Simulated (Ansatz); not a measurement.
Complex (SMILES): Cl (HCl) with S (H2S), atoms 1 to 2 the first; geometry from NCB31 set, monomers rigid:
```xyz
5

Cl    -1.9116     0.0000     0.0035
H     -0.6273    -0.0001    -0.1041
S      1.8425     0.0000    -0.1015
H      1.8228    -0.9618     0.8347
H      1.8219     0.9619     0.8346
```

Basis-set convergence of the counterpoise-corrected interaction energy at CCSD(T) with Ansatz (a quantum-chemistry and plane-wave program). Cartesian d functions, on some or all atoms, in 6-31G**, 6-311G**; all else is spherical. Cores are frozen. No added dispersion term, no relativity. Functions are those of the species that has most. Reference: Hartree-Fock in aug-cc-pV(Q+d)Z plus the correlation part extrapolated as X^-3 from aug-cc-pV(T+d)Z and aug-cc-pV(Q+d)Z, -3.42 kcal/mol, itself unsure by roughly 0.05 kcal/mol (a third of the extrapolation step and of the last Hartree-Fock step). Deviations are taken from unrounded values. Cost is core time over that of 6-311G**, rough, on shared machines of one kind; a dash marks a row that isn't timed (too short, read off another run, short of memory, by another algorithm or on other hardware).

```tsv
basis	functions	counterpoise-corrected interaction energy (kcal/mol)	minus reference (kcal/mol)	cost
3-21G	32	-1.02	2.40	-
pcseg-0	32	-1.40	2.02	-
6-31G**	53	-1.63	1.79	0.6×
6-311G**	72	-1.37	2.05	1×
aug-cc-pV(D+d)Z	91	-2.58	0.84	2×
pcseg-2	110	-2.18	1.24	3×
def2-TZVPD	119	-2.60	0.82	4×
def2-TZVPP	126	-2.59	0.82	4×
cc-pV(Q+d)Z	218	-3.06	0.36	30×
pcseg-3	227	-3.00	0.42	40×
def2-QZVPP	230	-3.07	0.35	40×
def2-QZVPPD	257	-3.12	0.30	60×
aug-pcseg-3	325	-3.15	0.27	-
```
